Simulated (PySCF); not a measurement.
Species: C₅H₉F.
Structure used (PBE0-D3(BJ)/def2-SVP), in Å, numbered top down from 1:
```
atom  x, y, z in Å
C1     1.832   -0.840   -0.048
C2     0.669   -0.189    0.686
C3    -0.632   -0.294   -0.068
C4    -0.972    0.672   -1.184
C5    -1.715    0.708    0.106
F6    -3.001    0.272    0.113
H7     2.771   -0.746    0.517
H8     1.646   -1.913   -0.212
H9     1.984   -0.378   -1.036
H10    0.895    0.876    0.868
H11    0.547   -0.647    1.683
H12   -0.999   -1.315   -0.231
H13   -1.513    0.274   -2.046
H14   -0.277    1.487   -1.409
H15   -1.565    1.547    0.795
```

Linear response at wB97X-D/def2-SVPD (PySCF, frozen core in the response, non-relativistic).

Static isotropic polarisability: 59.85 au (8.87 Å³), principal values 54.2, 57.7, 67.6 au.

Question: What is the polarisability at 1064 nm and at the sodium D line?

Answer: 60.22 au at 1064 nm (+0.6 %), 61.08 au at 589.3 nm (+2.0 %). The rise at 589.3 nm is 3.33 times that at 1064 nm; a pure ω² law gives 3.26. The lowest singlet lies at 152 nm, shorter than both wavelengths.

Question: What is the isotropic C6 coefficient between two such molecules, C6 = (3/π)∫α(iω)² dω?

Answer: 1655 au (Eh·bohr⁶) by a ten-point quadrature over imaginary frequencies, which is 989 eV·Å⁶ or 95.4 J·nm⁶/mol.

Question: Which effective excitation energy ω̄ makes London's formula C6 = (3/4)α²ω̄ exact here?

Answer: ω̄ = 4·C6/(3α²) = 0.616 Eh = 16.8 eV. A one-pole form α(ω) = α/(1 − ω²/ω̄²) fitted to the 1064 nm value gives 14.9 eV.

Question: What molar refraction at the D line follows from R = (4π/3)·N_A·α′, with α′ the polarisability volume?

Answer: α′ = 9.05 Å³ gives R = 22.83 cm³/mol, for isolated, non-vibrating species.

Question: What n − 1 at the D line would an ideal gas of it have at 273.15 K and 1 atm (2.6868 × 10¹⁹ cm⁻³), by n − 1 = 2π·N·α′?

Answer: 15.28 × 10⁻⁴, a formal value whether or not that pressure can be reached.

Question: How anisotropic is the static polarisability, by Δα² = ½[(α1 − α2)² + (α2 − α3)² + (α3 − α1)²]?

Answer: Δα = 12.0 au, or 0.20 of the isotropic value.

Question: How many electrons N does the Slater–Kirkwood formula C6 = (3/4)·√N·α^(3/2) need to give this C6?

Answer: N = (4·C6/3)²/α³ = 22.7; the species has 48 electrons in all.

Question: What three-body coefficient follows from the one-pole estimate C9 = (3/4)·α·C6?

Answer: 74300 au. This is an estimate from the two numbers above, not a computed integral.

Question: The lowest 6 singlets have (eV, f): 8.17, 0.003; 8.40, 0.015; 8.48, 0.019; 8.60, 0.010; 8.89, 0.005; 9.07, 0.006. What share of the static polarisability do they carry in the sum over states α = Σ f/ω²?

Answer: 0.60 au, 1.0 % of α; the largest term, 0.20 au, is that of the state at 8.48 eV. Their oscillator strengths add up to 0.06. Higher states carry the rest.

One conformer stands for the species.

The pairwise dispersion term of wB97X-D wasn't added to the energies; at a given geometry it leaves orbitals and properties as they are.
